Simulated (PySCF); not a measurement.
## S₂ and its ions

UHF-CCSD(T); S aug-pcseg-1; no relativity (PySCF 2.14). Neutral (UHF): triplet (π ↑↑), Re = 1.937 Å, ωe = 691 cm⁻¹, De = 3.62 eV.

S₂⁻ (UHF): doublet (π ↑), Re = 2.058 Å, ωe = 546 cm⁻¹. The energies at the minima are -795.27682 hartree for S2 and -795.33139 for S₂⁻.

Problem. Work out the adiabatic electron affinity, without and with harmonic zero-point energies (1 hartree = 27.2114 eV, 1 eV = 8065.5 cm⁻¹), and the change of the bond length.

Solution. At UHF-CCSD(T): 0.05457 hartree = 1.485 eV between the minima; the zero-point term (691.0 − 546.0)/2 cm⁻¹ = +0.009 eV makes it 1.494 eV. Re changes by +12.1 pm against the neutral. The electron enters a π orbital, and the longer bond of the ion fits an antibonding orbital, or a change in how ionic the bond is.

Correlated steps freeze 10 core orbitals. Correlated levels converge slowly with the basis: in double zeta they bind strong bonds too weakly, by up to about 1 eV, and carry superposition errors of some tenths. States were picked by a PBE0 search and need not be the measured ground states.
